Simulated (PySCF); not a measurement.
Bonds (- single, = double, # triple, : aromatic): C1=C2, C2-C3, C3-C4, C3-N5, N5-C6. C1 carries H7, H8; C2 carries H9; C3 carries H10; C4 carries H11, H12, H13; N5 carries H14, H15; C6 carries H16, H17, H18. Formal charges: N5 +1. Stereochemistry as in C=C[C@H](C)[NH2+]C.

Total charge +1. H7 is cis to C3; H15 is pro-R; H14 is pro-S; H8 is trans to C3.

Geometry: PBE0-D3(BJ)/def2-SVP; GIAO absolute shieldings from PySCF 2.14, gas phase, non-relativistic, averaged over equivalent atoms.

At PBE0/pcSseg-1 (162 basis functions, 15 s wall time on 1 thread of an x86-64 server CPU, shared host):
```csv
atoms,σ (ppm)
C1,40.4
C2,47.1
C3,116.9
C6,150.7
C4,168.2
N5,179.1
H8,24.73
H7,24.81
H9,25.27
H15,27.32
H14,27.66
H10,27.81
H16/H17/H18,28.14
H11/H12/H13,29.52
```

**Question.** What do these become at wB97X-D/pcSseg-1?

**Answer.** 
```csv
atoms,σ at wB97X-D/pcSseg-1,change
C1,39.5,-0.9
C2,47.3,+0.2
C3,117.5,+0.6
C6,150.1,-0.6
C4,167.8,-0.4
N5,180.6,+1.5
H8,24.84,+0.11
H7,24.92,+0.11
H9,25.42,+0.15
H15,27.48,+0.16
H14,27.77,+0.11
H10,27.95,+0.14
H16/H17/H18,28.24,+0.10
H11/H12/H13,29.63,+0.11
```

The largest change is at N5 (ammonium nitrogen). Cost: 162 basis functions, 15 s wall time on 1 thread of an x86-64 server CPU, shared host. The order of the carbon signals is the same at both levels.
